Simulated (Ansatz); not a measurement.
# Two structures, one formula

The two ends of one reaction step of SiH₅ClO, singlet (PBE0-D4/def2-TZVP).

A:

Si1  (-0.609, -0.744, -0.436)
H2  (0.850, -1.035, -0.268)
H3  (-1.114, -1.475, -1.619)
H4  (-1.294, -1.221, 0.795)
O5  (-0.864, 0.853, -0.723)
H6  (1.871, 0.519, 0.873)
Cl7  (1.640, 1.630, 1.473)
H8  (-0.481, 1.473, -0.096)
(Å)

B:

Si1  (-0.777, 0.215, 0.099)
H2  (2.756, -2.091, -0.383)
H3  (-0.305, -0.771, -0.890)
H4  (-1.668, -0.379, 1.122)
O5  (-1.520, 1.395, -0.751)
H6  (2.559, -1.453, -0.047)
Cl7  (0.848, 0.944, 1.126)
H8  (-1.893, 2.139, -0.275)
(Å)

Computed with Ansatz 0.2.0 (basis: def2-TZVPP); correlated methods freeze the cores. B3LYP uses VWN-RPA correlation.

**Question.** Which structure is lower at CCSD(T), and by how much? (Judge from chemistry; the value comes from the calculation.)

**Answer.** By the calculation: B, by 0.806 eV (electronic energy, against the other). By their contacts, A is a complex of SiH₄O ([OH][SiH3]) + HCl and B is a complex of SiH₃ClO ([OH][SiH2][Cl]) + H₂.

All methods give the same order:

```csv
method,E(B) − E(A) (eV)
SPW92,-0.740
PBE-D4,-0.831
BLYP-D4,-0.827
r2SCAN-D4,-0.890
B97M-V,-0.826
PBE0-D4,-0.835
B3LYP-D4,-0.825
r2SCAN0-D4,-0.880
BHLYP-D4,-0.827
CAM-B3LYP-D4,-0.797
wB97X-V,-0.837
wB97M-V,-0.859
B2PLYP,-0.844
PBE-QIDH,-0.865
RPA on PBE,-0.765
HF,-0.819
MP2,-0.897
CCSD,-0.788
CCSD(T),-0.806
```

The T1 diagnostic stays at or below 0.010.

Labels in which every atom is bracketed show which atoms are joined, not bond orders.

For scale, one of the runs: CCSD(T)/def2-TZVPP, 185 basis functions, launched by `ansatz run in.yaml --threads 2 --pin off --events-out ev --progress --plain --max-ram 4352MiB`. Hardware: 2 CPU threads of an AMD EPYC 9R45, shared host. Wall time 17 s; peak host memory 1.8 GiB.
